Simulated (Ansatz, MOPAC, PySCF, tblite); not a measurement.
Bond stretch in SMILES S=C=S (CS₂), singlet. The C1–S3 bond (C1 also carries S; S3 carries nothing else) is stretched with both fragments frozen at the PBE0/def2-TZVP optimised geometry.

- GFN2-xTB, 300 K electronic temperature (tblite)
- RKS-B3LYP/6-311+G** = restricted B3LYP/6-311+G**, spherical d run with PySCF
- PM3, restricted, heats of formation (MOPAC)
- UCCSD(T) = CCSD(T) on UHF/cc-pVTZ, frozen core (Ansatz, a first-principles code)

Energies relative to the lowest point of each curve near equilibrium, in eV; the last columns give the difference from UCCSD(T):

| R / Å | GFN2-xTB | RKS-B3LYP/6-311+G** | PM3 | UCCSD(T) | GFN2-xTB − UCCSD(T) | RKS-B3LYP/6-311+G** − UCCSD(T) | PM3 − UCCSD(T) |
|---|---|---|---|---|---|---|---|
| 1.23 | 5.938 | 5.269 | 1.905 | 5.356 | 0.582 | -0.087 | -3.451 |
| 1.31 | 2.730 | 2.557 | 0.701 | 2.624 | 0.106 | -0.068 | -1.923 |
| 1.40 | 0.860 | 0.874 | 0.103 | 0.916 | -0.056 | -0.042 | -0.813 |
| 1.45 | 0.341 | 0.375 | 0.000 | 0.402 | -0.061 | -0.027 | -0.402 |
| 1.50 | 0.077 | 0.101 | 0.014 | 0.114 | -0.037 | -0.013 | -0.100 |
| 1.55 | 0.000 | 0.000 | 0.118 | 0.000 | 0.000 | 0.000 | 0.118 |
| 1.60 | 0.061 | 0.030 | 0.294 | 0.019 | 0.042 | 0.011 | 0.275 |
| 1.65 | 0.220 | 0.159 | 0.529 | 0.138 | 0.082 | 0.021 | 0.391 |
| 1.70 | 0.450 | 0.360 | 0.811 | 0.331 | 0.119 | 0.029 | 0.480 |
| 1.80 | 1.034 | 0.899 | 1.481 | 0.860 | 0.174 | 0.039 | 0.621 |
| 1.95 | 2.028 | 1.850 | 2.638 | 1.808 | 0.220 | 0.042 | 0.830 |
| 2.10 | 2.991 | 2.785 | 3.836 | 2.749 | 0.242 | 0.036 | 1.087 |
| 2.35 | 4.316 | 4.062 | 5.615 | 4.086 | 0.230 | -0.024 | 1.529 |
| 2.55 | 5.018 | 4.780 | 6.671 | 4.630 | 0.388 | 0.150 | 2.041 |
| 2.78 | 5.211 | 5.328 | 7.480 | 4.730 | 0.481 | 0.598 | 2.750 |
| 3.05 | 5.262 | 5.716 | 8.039 | 4.731 | 0.531 | 0.985 | 3.308 |
| 3.45 | 5.288 | 6.019 | 8.404 | 4.732 | 0.556 | 1.287 | 3.672 |
| 3.78 | 5.296 | 6.142 | 8.504 | 4.740 | 0.556 | 1.402 | 3.764 |
| 4.23 | 5.303 | 6.221 | 8.549 | 4.753 | 0.550 | 1.469 | 3.797 |
| 4.65 | 5.307 | 6.253 | 8.565 | 4.761 | 0.546 | 1.491 | 3.803 |
| 5.45 | 5.312 | 6.276 | 8.579 | 4.771 | 0.541 | 1.505 | 3.808 |

GFN2-xTB is furthest from UCCSD(T) at 1.23 (0.582 eV, above); its mean absolute difference over the points is 0.290 eV.

RKS-B3LYP/6-311+G** is furthest from UCCSD(T) at 5.45 (1.505 eV, above); its mean absolute difference over the points is 0.444 eV.

PM3 is furthest from UCCSD(T) at 5.45 (3.808 eV, above); its mean absolute difference over the points is 1.855 eV.

The restricted form behind RKS-B3LYP/6-311+G**, PM3 keeps the bonding electrons paired and can't separate into open-shell fragments. The unrestricted determinant behind UCCSD(T) is spin-contaminated at 2.35 to 5.45 Å (<S²> up to 1.0, against 0.00 for a pure singlet).
